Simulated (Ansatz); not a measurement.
in.yaml

```yaml
crystal:
  periodic: [false, false, false]
  atoms:
    - {symbol: Al, position_ang: [0.000000, 0.000000, 1.671307]}
    - {symbol: O, position_ang: [0.000000, 0.000000, -2.883693]}
    - {symbol: H, position_ang: [0.000000, 1.386849, 2.431318]}
    - {symbol: H, position_ang: [0.000000, -1.386849, 2.431318]}
    - {symbol: H, position_ang: [0.000000, 0.000000, -3.827918]}
basis:
  gaussian: {orbitals: cc-pVDZ}
correlation: {active_space: {ras: {orbitals: [6, 0, 35], electrons: 12, max_holes: 2, max_particles: 2}, fixed_orbitals: true}}
output: {forces: true}
```

```sh
$ ansatz run in.yaml --threads 1 --pin off --events-out ev --progress --plain --max-ram 2393MiB
```

Log:

```
441 factors; integrals over basis functions are off by at most 1.0e-3 eV
mean field evaluation 1: about -8654.7770 eV, gradient 4.8e1 eV
mean field evaluation 2: about -8654.7777 eV, gradient 4.8e1 eV
mean field evaluation 4: about -8656.8909 eV, gradient 3.4e1 eV
mean field evaluation 8: about -8659.2810 eV, gradient 8.3e-1 eV
mean field evaluation 16: about -8659.3285 eV, gradient 1.1e-2 eV
mean field evaluation 32: about -8659.8008 eV, gradient 1.3e-3 eV
mean field evaluation 64: about -8654.7770 eV, gradient 4.8e1 eV
mean field evaluation 96: about -8659.7036 eV, gradient 5.0e0 eV
mean field evaluation 128: about -8659.3703 eV, gradient 1.4e1 eV
mean field evaluation 160: about -8659.8016 eV, gradient 3.1e-10 eV
mean field -8659.80160547 eV, -318.2418391768 hartree, gradient 3.1e-10 eV, S^2 0.000000; 7 other end points of the search recorded, 0 dependent functions left out
reference -8659.80160547 eV, -318.2418391768 hartree; 12, 12 occupied and 35, 35 virtual orbitals, 441 factors
state -8668.12506201 eV, -318.5477205627 hartree
the calculation of the forces begins
WARN: the results are in doubt because the forces break the atoms' symmetry
Total energy: -8668.12506201 eV, -318.5477205627 hartree
Atom 0 at     0.000000     0.000000     1.671307 Å, force     0.000000    -0.140843    -0.602899 eV/Å
Atom 1 at     0.000000     0.000000    -2.883693 Å, force    -0.000000     0.618181     1.342179 eV/Å
Atom 2 at     0.000000     1.386849     2.431318 Å, force     0.000000     0.133095     0.242828 eV/Å
Atom 3 at     0.000000    -1.386849     2.431318 Å, force    -0.000000    -0.110777     0.279698 eV/Å
Atom 4 at     0.000000     0.000000    -3.827918 Å, force     0.000000    -0.499656    -1.261805 eV/Å
Dipole moment:     0.000000     0.031117    -0.593269 e Å
In doubt: the forces break the atoms' symmetry
```

Natural occupations: 1.9875 1.9822 1.9765 1.9758 1.9724 1.7264 0.2674 0.0176 0.0123 0.0115 0.0095 0.0072 0.0062 0.0048 0.0045 0.0042 0.0041 0.0038 0.0034 0.0033 0.0029 0.0028 0.0027 0.0025.

Ran on 1 thread of Arm Neoverse V2, shared host: 1.9 s wall, 0.15 GiB peak host memory.
